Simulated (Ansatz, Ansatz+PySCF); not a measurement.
```yaml
atoms:
  - { symbol: C, position_ang: [0.8711, 0.0069, 0.0048] }
  - { symbol: C, position_ang: [-0.4312, 0.7594, -0.0017] }
  - { symbol: C, position_ang: [-0.4355, -0.7453, 0.0086] }
  - { symbol: H, position_ang: [1.4587, 0.0045, 0.9247] }
  - { symbol: H, position_ang: [1.4648, -0.0090, -0.9130] }
  - { symbol: H, position_ang: [-0.7266, 1.2752, -0.9163] }
  - { symbol: H, position_ang: [-0.7385, 1.2730, 0.9176] }
  - { symbol: H, position_ang: [-0.7364, -1.2581, 0.9144] }
  - { symbol: H, position_ang: [-0.7336, -1.2608, -0.9244] }
```

RHF on singlet C3H6 was run in several spherical basis sets with Ansatz (development build ahead of 0.2.0).

Problem. Rank the basis sets by the total energy that they give, lowest first, with the distance from the lowest.
A. def2-TZVP
B. 6-31G(d)
C. cc-pVTZ
D. cc-pVDZ
E. STO-3G
F. def2-SVP

Solution. A (0.00 eV), C (0.03 eV), D (0.93 eV), B (1.20 eV), F (3.38 eV), E (39.07 eV).

Totals follow the description of the cores as much as that of the bonds, so this order isn't one of quality for chemistry.
